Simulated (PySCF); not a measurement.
Compound: C4H4F2.
Numbering: `[F:1][CH2:2][C:3]1([F:4])[CH:5]=[CH:6]1` (hydrogens: H7, H8 on C2; H9 on C5; H10 on C6)

Cartesian coordinates in Å at the GFN2-xTB level; atoms count from 1:
```xyz
10
C4H4F2 angstrom
F     -1.1928    0.1648   -1.5051
C     -1.2429   -0.2961   -0.2173
C      0.1117   -0.1207    0.4414
F      0.0308   -0.5988    1.7484
C      1.0569    0.9801    0.1592
C      1.4129   -0.2104   -0.2542
H     -1.5254   -1.3544   -0.2541
H     -2.0116    0.2788    0.3114
H      1.2565    2.0167    0.2728
H      2.1128   -0.8553   -0.7249
```

Jobs on this species (10 atoms, 46 electrons) with PySCF (density fitting). Hardware of each: Arm Neoverse N1, one thread, shared host. The host was shared with other jobs, so the times are rough. Peak memory is the resident size of the whole Python process, interpreter and libraries included.

```json
{"level and settings": "CAM-B3LYP/def2-SVPD", "work": "8 singlets by full TDDFT, 3 Tamm–Dancoff triplets, polarisability", "basis functions": "158", "SCF cycles": "?", "wall time": "?", "peak memory": "?"}
{"level and settings": "B3LYP/pcJ-1", "work": "spin–spin couplings from 10 perturbed nuclei, spin–dipole term for 2 of them", "basis functions": "202", "SCF cycles": "13", "wall time": "41 s", "peak memory": "0.80 GiB"}
{"level and settings": "PBE0/pcSseg-1", "work": "shieldings, ring-centre shieldings, charges and field gradients, density and orbital grids written", "basis functions": "122", "SCF cycles": "12", "wall time": "22 s", "peak memory": "0.55 GiB"}
```

Fill in the missing figures.

- CAM-B3LYP/def2-SVPD; 8 singlets by full TDDFT, 3 Tamm–Dancoff triplets, polarisability: 34 s, 0.68 GiB, 13 SCF cycles

What do all jobs in the table cost together?

About 97 s; the longest takes about 42 % of that, and about 1.9 times as long as the shortest.
